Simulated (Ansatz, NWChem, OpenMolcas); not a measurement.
## Strength of the C–C bond: C2H5O → CH3 + H2CO

Species: C2H5O (ethoxy radical) `CC[O]`, doublet; CH3 `[CH3]`, doublet; H2CO (formaldehyde) `C=O`, singlet. 

Shapes, held fixed at every level: PBE0-D4/def2-TZVP. Programs: Ansatz 0.2.0, NWChem 7.3.0, OpenMolcas 26.06. A level may come from different programs for different species; with the same settings they agree closely. The zero-point and thermal change to 298 K, harmonic and unscaled (PBE0-D4/def2-TZVP), is -14.5 kJ/mol.

```tsv
level	kind	ΔH(298 K) (kJ/mol)	less CCSD(T)/CBS estimate
HF/def2-SVP	Hartree–Fock	+68.5	+19.5
HF/def2-TZVPP	Hartree–Fock	+59.0	+10.0
r2SCAN-D4/def2-TZVPP	meta-GGA	+66.7	+17.7
B3LYP/6-31G* (Cartesian functions)	global hybrid	+68.7	+19.7
wB97M-V/def2-TZVPP	range-separated hybrid	+65.0	+16.0
B2PLYP/def2-TZVPP	double hybrid	+46.0	-3.0
CCSD(T)/CBS estimate	coupled cluster or CI	+49.0	0.0
```

The highest level, CCSD(T)/CBS estimate, gives ΔH(298 K) = +49.0 kJ/mol; the levels span +46.0 to +68.7. A fragment pairs its electrons up again, so this isn't a typical strength of such a bond. The column of differences is taken from that level and isn't an error. No measured value is set beside it here. Open shells run unrestricted unless RO is named. The CBS estimate extrapolates MP2 from def2-TZVPP and def2-QZVPP and adds CCSD(T) − MP2 in the triple-zeta set, cores frozen.
